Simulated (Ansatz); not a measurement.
## Iron, bcc: convergence with Fermi-Dirac smearing

Computed with Ansatz, PBE, scalar-relativistic PAW, on the relaxed cell (a = 2.833 Å; ferromagnetic, net 2.16 μB per atom). Errors count from a run at 420 eV on a Γ-centred 25×25×25 mesh with Fermi-Dirac smearing of 0.05 eV, extrapolated to zero width. Fixed here: cutoff 420 eV, mesh 15×15×15.

```
width (eV)  E(σ→0) error (meV/atom)  F error (meV/atom)  P (GPa)  sphere moment (μB)  SCF iterations
      0.01                     -0.6                -0.8    -0.11                2.22              11
      0.03                     -0.7                -2.2     0.00                2.23              11
       0.1                     -1.2               -16.2    -0.01                2.22              12
       0.2                      3.3               -63.9     0.26                2.18              12
       0.3                     21.0              -155.0     0.45                2.09              13
       0.6                    213.6              -824.2    -0.25                0.68              20
       1.0                   -134.7             -2500.5    16.32                0.00              20
```
